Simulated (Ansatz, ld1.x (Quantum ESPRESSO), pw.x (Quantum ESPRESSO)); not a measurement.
## What a changed setting does to a pw.x run (diamond C)

Potential: norm-conserving Troullier–Martins (Kleinman–Bylander form), ld1.x (Quantum ESPRESSO) 7.5, LDA (PW92); core [He], reference 2s1.75 2p2.25; waves: 2p (bound): rc 1.80 bohr; 3d channel at 0.05 Ry: rc 2.42 bohr; 2s (bound): rc 0.95 bohr; local part: the s channel; core correction: Bessel-smoothed model core inside 0.80 bohr.

The reference run (k-mesh 13³, cutoffs 110/440 Ry, Fermi–Dirac 0.01 Ry, mixing_beta 0.4, conv_thr 1e-9, no spin) gives -6.31 GPa at 5.505 Å³/atom, where all-electron LAPW gives 0.26 GPa. This run, with its own iteration cap, changes startingwfc to atomic.

```
&control
  calculation='scf', prefix='x', pseudo_dir='./', outdir='./tmp', tstress=.true., disk_io='none'
/
&system
  ibrav=0, nat=2, ntyp=1, ecutwfc=110, ecutrho=440, nbnd=11,
  occupations='smearing', smearing='fd', degauss=0.01
/
&electrons
  conv_thr=1e-09, mixing_beta=0.4, electron_maxstep=60, startingwfc='atomic'
/
ATOMIC_SPECIES
C 1.0 C.UPF
CELL_PARAMETERS angstrom
  0.00000000 1.76570891 1.76570891
  1.76570891 0.00000000 1.76570891
  1.76570891 1.76570891 0.00000000
ATOMIC_POSITIONS crystal
C 0.0000 0.0000 0.0000
C 0.2500 0.2500 0.2500
K_POINTS automatic
13 13 13 0 0 0
```

```bash
pw.x < C.scf.in > C.scf.out
```

Question: How does the run end?

Answer: It converges in 7 iterations; the free energy moves by +0.0 meV/atom and the pressure by +0.00 GPa. The result is that of the reference run.

```
Message from routine setup:
     using ibrav=0 with symmetry is DISCOURAGED, use correct ibrav instead
     lattice parameter (alat)  =       4.7188  a.u.
     unit-cell volume          =      74.2992 (a.u.)^3
     number of electrons       =         8.00
     number of Kohn-Sham states=           11
     kinetic-energy cutoff     =     110.0000  Ry
     charge density cutoff     =     440.0000  Ry
     scf convergence threshold =      1.0E-09
     Exchange-correlation= PW
     number of k points=    84  Fermi-Dirac smearing, width (Ry)=  0.0100
     iteration #  1     ecut=   110.00 Ry     beta= 0.40
     total energy              =     -23.86561605 Ry
     estimated scf accuracy    <       0.13781066 Ry
     iteration #  2     ecut=   110.00 Ry     beta= 0.40
     total energy              =     -23.85209500 Ry
     estimated scf accuracy    <       0.03348636 Ry
     iteration #  3     ecut=   110.00 Ry     beta= 0.40
     total energy              =     -23.85542946 Ry
     estimated scf accuracy    <       0.00025771 Ry
     iteration #  4     ecut=   110.00 Ry     beta= 0.40
     total energy              =     -23.85545154 Ry
     estimated scf accuracy    <       0.00001159 Ry
     iteration #  5     ecut=   110.00 Ry     beta= 0.40
     total energy              =     -23.85545324 Ry
     estimated scf accuracy    <       0.00000018 Ry
     iteration #  6     ecut=   110.00 Ry     beta= 0.40
     total energy              =     -23.85545324 Ry
     estimated scf accuracy    <       0.00000004 Ry
     iteration #  7     ecut=   110.00 Ry     beta= 0.40
     the Fermi energy is    15.6655 ev
!    total energy              =     -23.85545324 Ry
     estimated scf accuracy    <          6.0E-11 Ry
     smearing contrib. (-TS)   =      -0.00000000 Ry
     The total energy is F=E-TS. E is the sum of the following terms:
     one-electron contribution =       8.49295123 Ry
     hartree contribution      =       1.86070640 Ry
     xc contribution           =      -8.37861754 Ry
     ewald contribution        =     -25.83049334 Ry
     convergence has been achieved in   7 iterations
          total   stress  (Ry/bohr**3)                   (kbar)     P=      -63.10
     Message from routine punch:
     Nothing written, as per user request (disk_io='none')
```

The run took about 9.1 s on one core of a shared host (Neoverse-V1, 32 threads, 247 GiB, load 15).
